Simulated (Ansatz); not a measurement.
# AlH4N: the cost of one run

Program: Ansatz 0.2.0. Level of theory: RKS LDA/def2-SVP. These are calculated values, not measurements.

**1. Starting point**

Bond lengths: Al1–N2 1.920 Å, N2–H3 1.060 Å, N2–H4 1.060 Å, Al1–H5 1.560 Å, Al1–H6 1.560 Å. Angles: Al1–N2–H3 120.0°, Al1–N2–H4 120.0°, H3–N2–H4 120.0°, N2–Al1–H5 120.0°, N2–Al1–H6 120.0°, H5–Al1–H6 120.0°.

As a file:

```xyz
6

Al    0.0000    0.0000    0.0000
N     0.0000    0.0000    1.9200
H    -0.8770   -0.2713    2.4500
H     0.8770    0.2713    2.4500
H     1.3510    0.0000   -0.7800
H    -1.3510    0.0000   -0.7800
```

**2. Relaxing the start**

File input.yaml:

```yaml
crystal:
  periodic: [false, false, false]
  atoms:
    - { symbol: Al, position_ang: [0.0, 0.0, 0.0] }
    - { symbol: "N", position_ang: [0.0, 0.0, 1.92] }
    - { symbol: H, position_ang: [-0.877, -0.2713, 2.45] }
    - { symbol: H, position_ang: [0.877, 0.2713, 2.45] }
    - { symbol: H, position_ang: [1.351, 0.0, -0.78] }
    - { symbol: H, position_ang: [-1.351, 0.0, -0.78] }
basis:
  gaussian: { orbitals: def2-SVP }
hamiltonian:
  xc: lda
relax:
  f_tol: 0.02
  max_steps: 40
output:
  orbitals: {}
```

Started as:

```console
$ ansatz run input.yaml --threads 1 --pin off --max-ram 2048MiB --backend cpu --events-out ev --progress --plain --runs-dir out
```

What time and memory should one allow on 1 thread of Arm Neoverse V2, shared host?

About 4.5 s, with a peak of 0.1 GiB.
